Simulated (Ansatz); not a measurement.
Two shapes of triplet C₃H₄.

Shape 1:

```xyz
7

C    -0.4907   -1.1428   -0.0790
C     0.0834    0.2040    0.0193
C     0.5549    1.2957    0.0943
H    -0.9572   -1.2905   -1.0531
H     0.2849   -1.8978    0.0482
H    -1.2465   -1.2957    0.6910
H     0.9805    2.2692    0.1622
```

Shape 2:

```xyz
7

C     0.2324    0.3975    1.1502
C    -0.0402   -0.0688   -0.1991
C    -0.2673   -0.4572   -1.3232
H    -0.5830    1.0387    1.5196
H     0.3385   -0.4483    1.8473
H     1.1643    0.9829    1.1859
H    -0.4687   -0.8018   -2.3203
```

Basis set: def2-SVP (spherical functions). Left uncorrelated: 3 orbitals. Charge 0, multiplicity 3.

Computed with Ansatz (development build ahead of 0.2.0); each method stands on the lowest determinant of its kind that the runs found.

Task: Which shape is lower in energy, and by how much in each method?

Result:

```json
{"method": "ROHF", "E(2) − E(1) (eV)": "-0.249"}
{"method": "UHF", "E(2) − E(1) (eV)": "-0.251"}
{"method": "UHF-MP2", "E(2) − E(1) (eV)": "-0.293"}
{"method": "PBE0 (unrestricted)", "E(2) − E(1) (eV)": "-0.293"}
```

Shape 2 is lower. Caution: another spin multiplicity may lie lower. Caution for UHF, UHF-MP2, PBE0 (unrestricted): the determinant breaks the point group.
